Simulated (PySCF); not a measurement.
Isomers of [C4H7S]- (charge -1), mass 87.027 u with the commonest isotopes. Computed with PBE0-D3(BJ)/def2-SVP geometry optimisation, gas phase (PySCF 2.14.0). One conformer each, none proved a minimum here; rigid rotors. The geometries of the anions come from a basis without diffuse functions.

**Question.** Order these by rotational constant C, smallest first.
A. `C/C(=C\C)[S-]`
B. `[CH3:1]/[CH:2]=[CH:3]/[CH2:4][S-:5]` (charge -1) with C2–C3–C4–S5 -118°
C. `[CH2:1]=[C:2]([S-:3])[CH2:4][CH3:5]` (charge -1) with C1–C2–C4–C5 -120°
D. `[CH2:1]=[CH:2][CH2:3][CH2:4][S-:5]` (charge -1) with C1–C2–C3–C4 120°, C2–C3–C4–S5 178°

**Answer.** D (1412 MHz), B (1477 MHz), A (1893 MHz), C (2201 MHz).

**Question.** Order these by rotational constant A, largest first.
A. `[CH2:1]=[CH:2][CH2:3][CH2:4][S-:5]` (charge -1) with C1–C2–C3–C4 120°, C2–C3–C4–S5 178°
B. `[CH3:1]/[CH:2]=[CH:3]/[CH2:4][S-:5]` (charge -1) with C2–C3–C4–S5 -118°
C. `C/C=C(\C)[S-]`
D. `[CH2:1]=[C:2]([S-:3])[CH2:4][CH3:5]` (charge -1) with C1–C2–C4–C5 -120°

**Answer.** A (19640 MHz), B (13397 MHz), C (8077 MHz), D (5039 MHz).

**Question.** Order these by dipole moment (about the centre of mass), largest first.
A. `[CH3:1]/[CH:2]=[CH:3]/[CH2:4][S-:5]` (charge -1) with C2–C3–C4–S5 -118°
B. `[CH2:1]=[CH:2][CH2:3][CH2:4][S-:5]` (charge -1) with C1–C2–C3–C4 120°, C2–C3–C4–S5 178°
C. `C/C=C(\C)[S-]`
D. `[CH2:1]=[C:2]([S-:3])[CH2:4][CH3:5]` (charge -1) with C1–C2–C4–C5 -120°

**Answer.** B (6.94 D), A (6.25 D), C (4.18 D), D (3.64 D).

| SMILES | point group | Ia (u·Å²) | Ib (u·Å²) | Ic (u·Å²) | κ | μa (D) | μb (D) | μc (D) |
| --- | --- | --- | --- | --- | --- | --- | --- | --- |
| C/C=C/C[S-] | C1 | 37.72 | 324.31 | 342.08 | -0.99 | 6.10 | 1.30 | 0.36 |
| C/C=C(\C)[S-] | near Cs | 62.57 | 210.67 | 266.94 | -0.84 | 3.91 | 1.46 | 0.01 |
| C=CCC[S-] | C1 | 25.73 | 352.39 | 357.96 | -1.00 | 6.90 | 0.68 | 0.32 |
| C=C([S-])CC | C1 | 100.30 | 151.41 | 229.62 | -0.20 | 3.58 | 0.64 | 0.28 |
